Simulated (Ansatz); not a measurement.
Species: C₂HO, net charge 0, doublet state. It need not be the lowest isomer of its formula. 
Structure (B3LYP-D3(BJ)/def2-TZVP (Ansatz, a quantum-chemistry and plane-wave program) minimum search):
```xyz
4

C      0.2424    -0.1985    -1.2225
C     -0.0383    -0.0128     0.0205
H     -0.2306    -0.6396    -2.0763
O     -0.1243     0.2384     1.1610
```
Charge 0, spin multiplicity 2.

Property: atomisation energy (electronic, to ground-state atoms), in kcal/mol. Valence correlation only, unless marked. Open shells are spin-unrestricted. No spin-orbit coupling. No relativistic terms. The coupled-cluster limit lacks core correlation, which all-electron functionals hold. CBS(X,Y): correlation extrapolated as X^-3; Hartree-Fock from the larger set. [CCSD(T)-MP2]/basis is that difference in the basis named.

```json
[
 {"level": "BHLYP-D3(BJ)/def2-TZVPD", "program": "Ansatz + dftd3", "atomisation energy (kcal/mol)": "397.2"},
 {"level": "r2SCANh/def2-TZVPD", "program": "Ansatz", "atomisation energy (kcal/mol)": "423.7"},
 {"level": "r2SCAN0/def2-TZVPD", "program": "Ansatz", "atomisation energy (kcal/mol)": "413.3"},
 {"level": "wB97M-V/def2-TZVPD", "program": "Ansatz", "atomisation energy (kcal/mol)": "___"},
 {"level": "PBE-QIDH/def2-TZVPD", "program": "Ansatz", "atomisation energy (kcal/mol)": "___"},
 {"level": "SCS-MP2/6-31G*", "program": "Ansatz", "atomisation energy (kcal/mol)": "387.4"},
 {"level": "SCS-MP2/cc-pVDZ", "program": "Ansatz", "atomisation energy (kcal/mol)": "386.1"},
 {"level": "CCSD/aug-cc-pVDZ", "program": "Ansatz", "atomisation energy (kcal/mol)": "___"},
 {"level": "RI-MP2/CBS(aug-cc-pVTZ,aug-cc-pVQZ)+[CCSD(T)-MP2]/aug-cc-pVTZ", "program": "Ansatz", "atomisation energy (kcal/mol)": "417.7"}
]
```

Fill in the missing entries.


- wB97M-V/def2-TZVPD, atomisation energy (kcal/mol): 422.7
- PBE-QIDH/def2-TZVPD, atomisation energy (kcal/mol): 418.0
- CCSD/aug-cc-pVDZ, atomisation energy (kcal/mol): 373.0
